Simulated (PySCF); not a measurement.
**SiO⁺: energy against distance**

Set-up: PySCF, no relativity, basis sets Si pcseg-2, O pcseg-2. Energies in eV from Si⁺ + O in their ground configurations at the same level. State: ²Σ⁺ (doublet), unpaired electrons σ ↑.

```json
{"R (Å)": "1.306", "r²SCAN": "-3.304"}
{"R (Å)": "1.366", "r²SCAN": "-4.326"}
{"R (Å)": "1.427", "r²SCAN": "-4.881"}
{"R (Å)": "1.472", "r²SCAN": "-5.074"}
{"R (Å)": "1.518", "r²SCAN": "-5.123"}
{"R (Å)": "1.563", "r²SCAN": "-5.066"}
{"R (Å)": "1.624", "r²SCAN": "-4.871"}
{"R (Å)": "1.700", "r²SCAN": "-4.504"}
{"R (Å)": "1.791", "r²SCAN": "-3.968"}
{"R (Å)": "1.913", "r²SCAN": "-3.201"}
```

Problem. Put a parabola through the three lowest points of the r²SCAN curve and estimate Re, k and ωe (reduced mass 10.18 u; 1 eV/Å² = 0.16022 mdyn/Å; ωe = 1302.8·√(k/μ) cm⁻¹).

Solution. Through R = 1.472, 1.518, 1.563 Å the second-order coefficient is 25.6 eV/Å², so Re ≈ 1.516 Å, k ≈ 8.21 mdyn/Å and ωe ≈ 1170 cm⁻¹. A polynomial fit of higher order to the unrounded r²SCAN energies gives Re = 1.514 Å, k = 8.42 mdyn/Å, ωe = 1185 cm⁻¹; anharmonicity and rounding make the difference.

The higher-order fit for each curve: r²SCAN: Re = 1.514 Å, ωe = 1185 cm⁻¹, De = 5.12 eV.

For an ion De counts to the pair picked by the measured ionisation energies or electron affinities, which need not be the lowest pair at this level. The state is the lowest determinant that a PBE0 search found; another state may lie lower at other levels.
